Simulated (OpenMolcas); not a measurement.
# How basis sets differ on C2H4F2 (1,1-difluoroethane)

C2H4F2 has 8 atoms, charge 0, and is taken as a singlet. SMILES: `CC(F)F`. The shape is that of a PBE0-D4/def2-TZVP optimisation.

Quantity: the dipole moment, in D. The values are calculated.

**What was measured.** NIST CCCBDB gives the dipole moment of the gas as 2.27 D.

| level | kind | program | value (D) | computed − measured | CPU time |
| --- | --- | --- | --- | --- | --- |
| M06-HF/def2-SVP | hybrid meta-GGA | OpenMolcas | 2.40 | +0.13 | 11 s |
| M06-HF/def2-SVPD | hybrid meta-GGA | OpenMolcas | 2.57 | +0.30 | 30 s |
| M06-HF/def2-TZVP | hybrid meta-GGA | OpenMolcas | 2.50 | +0.23 | 55 s |
| M06-HF/def2-TZVPD (RICD fitting) | hybrid meta-GGA | OpenMolcas | 2.53 | +0.26 | 42 s |
| M06-HF/def2-TZVPPD (RICD fitting) | hybrid meta-GGA | OpenMolcas | 2.51 | +0.24 | 56 s |

Nearest: M06-HF/def2-SVP (+0.13 D); farthest: M06-HF/def2-SVPD (+0.30 D). The measured dipole is a vibrational average, so differences of a few hundredths of a debye mean little. Times are those of the runs behind each value, whatever else they computed, on shared processors of several kinds: orders of magnitude only.
